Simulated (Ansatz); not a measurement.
Geometry optimisation, Ansatz, RKS BHLYP-D4/def2-SVP.

Input file:

```yaml
crystal:
  periodic: [false, false, false]
  atoms:
    - { symbol: "N", position_ang: [-0.42197, 0.50077, -1.15552] }
    - { symbol: C, position_ang: [0.19518, 0.5581, -0.0405] }
    - { symbol: C, position_ang: [0.24187, -0.58498, 0.87937] }
    - { symbol: F, position_ang: [-0.43971, -1.63989, 0.36896] }
    - { symbol: H, position_ang: [-0.46618, 1.28088, -1.80751] }
    - { symbol: H, position_ang: [-0.90048, -0.36338, -1.42814] }
    - { symbol: H, position_ang: [0.70851, 1.46795, 0.26186] }
    - { symbol: H, position_ang: [-0.20019, -0.32183, 1.85512] }
    - { symbol: H, position_ang: [1.28297, -0.89762, 1.06637] }
total_charge: 1
basis:
  gaussian: { orbitals: def2-SVP }
hamiltonian:
  xc: { name: BHLYP }
  dispersion: d4
relax:
  f_tol: 0.015
  max_steps: 40
```

Command:

```bash
$ ansatz run input.yaml --threads 1 --pin off --max-ram 2048MiB --backend cpu --events-out ev --progress --plain --runs-dir out
```

**Question.** Where does it end, and by what steps?

**Answer.** The forces met the threshold. Limits of this set-up: the dipole of an ion depends on the origin. After 4 steps the energy has fallen by 0.032 eV; F4 moved furthest, 0.04 Å.

| step | energy less start (eV) | largest force component (eV/Å) | accepted |
| --- | --- | --- | --- |
| 0 | 0.0000 | 1.115 | yes |
| 1 | -0.0272 | 0.517 | yes |
| 2 | -0.0315 | 0.058 | yes |
| 3 | -0.0316 | 0.029 | yes |
| 4 | -0.0316 | 0.003 | yes |

```xyz
9
Properties=species:S:1:pos:R:3
N -0.417 0.490 -1.140
C 0.199 0.557 -0.031
C 0.235 -0.605 0.881
F -0.453 -1.622 0.330
H -0.460 1.269 -1.788
H -0.890 -0.374 -1.399
H 0.705 1.483 0.243
H -0.201 -0.311 1.846
H 1.282 -0.886 1.057
```

Whether the end is a true minimum wasn't checked by a vibrational analysis.

Run time: 27 s on 1 thread of Arm Neoverse N1 (shared host), peak memory 0.15 GiB.
